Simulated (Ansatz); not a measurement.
**BH (quintet): wave-function methods side by side, aug-cc-pVTZ**

An exercise on one series of results from a longer session: the logs are not shown, and one member is left open.

Program: Ansatz 0.2.0, Gaussian basis. Level of theory: aug-cc-pVTZ, core rule «outside noble gas», up to 1 orbitals frozen. These are calculated values, not measurements.

To be run: UHF; CCSD(T) on ROHF; CCSD(T) on UHF; BCCD(T) on ROHF; CCSDT(Q) on ROHF; CCSDT(Q) on UHF; Full CI.

10 further runs of the same task are left out: 2 for a known fault of the program, 3 that didn't finish, 5 set aside as unsound or not needed.

**The system**

The geometry is a PBE0/def2-TZVPD stationary point (not a proven minimum) of the parent state, kept for this charge and spin.

2 atoms, charge 0, spin multiplicity 5.

Atoms are counted from 1 here; the program's logs count them from 0.

Bond lengths: B1–H2 1.206 Å.

As a file:

```xyz
2
BH
B     0.00000    0.00000    0.00000
H     0.00000    0.00000    1.20580
```

The first run:

in.yaml reads:

```yaml
crystal:
  periodic: [false, false, false]
  atoms:
    - {symbol: B, position_ang: [0.000000, 0.000000, 0.000000]}
    - {symbol: H, position_ang: [0.000000, 0.000000, 1.205800]}
basis:
  gaussian: {orbitals: aug-cc-pVTZ}
magnetization: {spin_polarized: true, initial_magnetization: 4}
hamiltonian: {xc: hf}
output: {orbitals: {seedname: orbitals}}
```

The run is started by

```bash
ansatz run in.yaml --threads 1 --pin off --events-out ev --progress --plain --max-ram 2560MiB --backend cpu
```

Among the steps run: UHF; CCSD(T) on ROHF; CCSD(T) on UHF; BCCD(T) on ROHF; CCSDT(Q) on ROHF; CCSDT(Q) on UHF; Full CI.

One of the session's tables, all rows but one given; the rest of the session is left out.

| method | from FCI (meV) |
| --- | --- |
| ROHF | +812.0 |
| UHF | +811.5 |
| RMP2 | +210.8 |
| UMP2 | +210.3 |
| RCCSD | +13.8 |
| UCCSD | +13.3 |
| RCCSD(T) | +3.1 |
| UCCSD(T) | +2.5 |
| BCCD(T) | +3.1 |
| RCCSDT | -0.3 |
| UCCSDT | -0.8 |
| RCCSDT(Q) | -0.3 |
| UCCSDT(Q) | ? |
| FCI | 0 |

Q: Estimate the row for UCCSDT(Q) from the others.

As computed: from FCI (meV): -0.9. In the column «from FCI (meV)» it is the lowest.

Limits of these values: Levels on UHF freeze UHF's core orbitals, full CI those of ROHF, so the U rows can settle a little off it for that reason alone. Restricted and unrestricted rows rest on different reference determinants; where their highest levels disagree by more than a few hundredths of an eV, they describe different states and don't form one ladder.
